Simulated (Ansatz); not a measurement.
## BPH6 (SMILES [BH3-][PH3+]): methods side by side

BPH6 has 8 atoms, charge 0, and is taken as a singlet. As SMILES, `[BH3-][PH3+]`. The shape is that of a PBE0-D4/def2-TZVP optimisation. The run starts from this shape.

```xyz
8

B    -0.5561    0.2272   -0.9140
P     0.4339   -0.1816    0.6677
H    -1.6934    0.3431   -0.5201
H    -0.3678   -0.7302   -1.6280
H    -0.0555    1.2542   -1.3099
H     0.4188    0.7557    1.7188
H     1.8231   -0.3803    0.5471
H     0.0892   -1.3452    1.3826
```

Each level gives the adiabatic ionisation energy (to the doublet cation, no zero-point term) (eV). The values are calculated.

```csv
level,kind,program,value (eV),CPU time (all runs)
HF/STO-3G,Hartree–Fock,Ansatz,7.80,4.6 s
HF/3-21G,Hartree–Fock,Ansatz,9.12,5.6 s
HF/6-31G* (Cartesian functions),Hartree–Fock,Ansatz,8.81,16 s
PBE/def2-SVP,GGA,Ansatz,9.32,53 s
B3LYP/6-31G* (Cartesian functions),global hybrid,Ansatz,9.58,50 s
MP2/6-31G* (Cartesian functions),perturbation theory,Ansatz,9.25,25 s
```

The values span 7.80 to 9.58 eV. Without the sets that lack polarisation functions the rows with a basis span only 8.81 to 9.58 eV. Times are those of the runs behind each value, whatever else they computed, on shared processors of several kinds: orders of magnitude only.
